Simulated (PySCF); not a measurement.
[C4H5O]-, charge -1

Cartesian coordinates in Å; atom numbers follow the order of the lines, from 1:
```xyz
10

O    -0.6828    0.6455   -1.0118
C    -0.7806    0.6690    0.3962
C     0.2180   -0.4902    0.5850
C     1.4940   -0.3502   -0.1974
C     0.2537   -0.5418   -0.9161
H    -0.4942    1.6511    0.8411
H    -1.8187    0.4390    0.7370
H     0.0067   -1.3031    1.3020
H     1.9338    0.6665   -0.2488
H    -0.0398   -1.3216   -1.6396
```

Total charge -1.

Level of theory: GIAO B3LYP/aug-pcSseg-1 magnetisability, rotational g tensor and spin-rotation constants, non-relativistic, gas phase (PySCF). Geometry: PBE0-D3(BJ)/def2-SVP.

The bonding changed while the geometry was optimised; results refer to the coordinates, not to the name. For an ion the centre-of-mass motion in the field is neglected. The highest occupied orbital is unbound at this level, so the values depend on the basis.

Q: Give the nuclear spin-rotation constants along the inertial axes (H = +C I·J) beside the isotropic shieldings.

A: Rotational constants 10.7086, 6.5702, 5.1193 GHz. A star marks the isotopologue with that one atom substituted, in its own axes.
| atom | isotope | Caa (kHz) | Cbb (kHz) | Ccc (kHz) | mean (kHz) | σ (ppm) |
| --- | --- | --- | --- | --- | --- | --- |
| H6 | 1H | -0.811 | -0.503 | 0.251 | -0.354 | 28.6 |
| H7 | 1H | -0.029 | -0.422 | -0.112 | -0.187 | 27.8 |
| H8 | 1H | -0.991 | 0.008 | -0.129 | -0.371 | 29.5 |
| H9 | 1H | -0.956 | -0.641 | 0.233 | -0.455 | 31.4 |
| H10 | 1H | -1.067 | 0.174 | 0.043 | -0.284 | 26.5 |
| O1 | 17O* | -1.170 | -1.445 | -0.274 | -0.963 | 243.9 |
| C2 | 13C* | 2.843 | 1.467 | 1.154 | 1.821 | 106.9 |
| C3 | 13C* | 1.167 | 1.555 | 0.727 | 1.149 | 158.4 |
| C4 | 13C* | 2.145 | 1.262 | 0.684 | 1.364 | 149.9 |

For the geometry as given, no vibrational averaging.

Q: How do the rotational constants and the g tensor change when H6, H7, H8, H9, H10 are replaced by deuterium?

A: Constants 8.3647, 5.5454, 4.4873 GHz; g -0.0489, -0.0820, -0.0669, against -0.0597, -0.0983, -0.0763 before.
